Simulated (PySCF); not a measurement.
From results back to the method.

Species: thioacrolein, C3H4S.
SMILES: `C=CC=S`

The closed-shell ground state was solved 7 times with PySCF (density fitting, gas phase), always in the def2-SVPD basis (119 functions), with these functionals: B3LYP, BHandHLYP, CAM-B3LYP, HF, LC-wPBE, LDA and wB97X-D. Geometry: PBE0-D3(BJ)/def2-SVP, one conformer, isolated molecule.

```csv
row,total energy (Eh),HOMO (eV),LUMO (eV),dipole (D)
P,-513.2157,-9.40,0.70,3.51
Q,-514.4613,-9.37,-0.74,3.02
R,-514.5914,-7.68,-1.82,3.15
S,-514.6234,-8.47,-1.14,3.12
T,-512.2151,-5.47,-3.88,2.93
U,-514.6936,-6.35,-3.01,3.02
V,-514.6076,-7.94,-1.74,3.01
```

Problem. Which functional belongs to which row?

Solution. P = HF, Q = LC-wPBE, R = BHandHLYP, S = wB97X-D, T = LDA, U = B3LYP, V = CAM-B3LYP. By rising HOMO–LUMO gap: LDA (LDA) 1.59 eV; B3LYP (global hybrid, 20 % exact exchange) 3.34 eV; BHandHLYP (global hybrid, 50 % exact exchange) 5.86 eV; CAM-B3LYP (range-separated hybrid) 6.20 eV; wB97X-D (range-separated hybrid) 7.33 eV; LC-wPBE (range-separated hybrid) 8.63 eV; HF (all exact exchange) 10.10 eV. Total energies of different functionals aren't bounds to one another; each is stationary for its own functional.

Shape of the structure used: `[CH2:1]=[CH:2][CH:3]=[S:4]`: C1–C2–C3–S4 180°.

wB97X-D is run here without its empirical dispersion term; that term would change no orbital, density or response property at a fixed geometry.
